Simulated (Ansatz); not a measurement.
Frontier orbitals of CH6BN.

```xyz
9

B    -0.105   -0.154    1.143
C    -0.245    0.377   -0.296
N     0.368   -0.109   -1.337
H     0.211    0.816    1.817
H     0.666   -1.092    1.205
H    -1.251   -0.415    1.487
H    -0.894    1.221   -0.541
H     0.258    0.251   -2.273
H     0.991   -0.894   -1.203
```

Charge 0, multiplicity 1. The bonds changed during the relaxation, so this is another structure than the one it started from. Geometry: relaxed with PBE0-D4/def2-TZVP. It is one conformer, not always the lowest. Basis def2-TZVPP, Ansatz 0.2.0.

Orbital energies of one run (eV). Highest occupied ones, from the top: -7.32, -7.42, -8.36, -10.78, -11.98, -14.20, -16.08, -18.75, -26.80, -180.22, -278.33, -391.43. Empty: -1.73, 0.59, 1.71, 2.48, 3.55, 3.77.

Problem. Which functional gave them?
A. r2SCAN
B. r2SCANh
C. ωB97M-V
D. revPBE

Solution. B. HOMO energies: r2SCANh -7.32, ωB97M-V -9.99, r2SCAN -6.89, revPBE -6.58 eV.
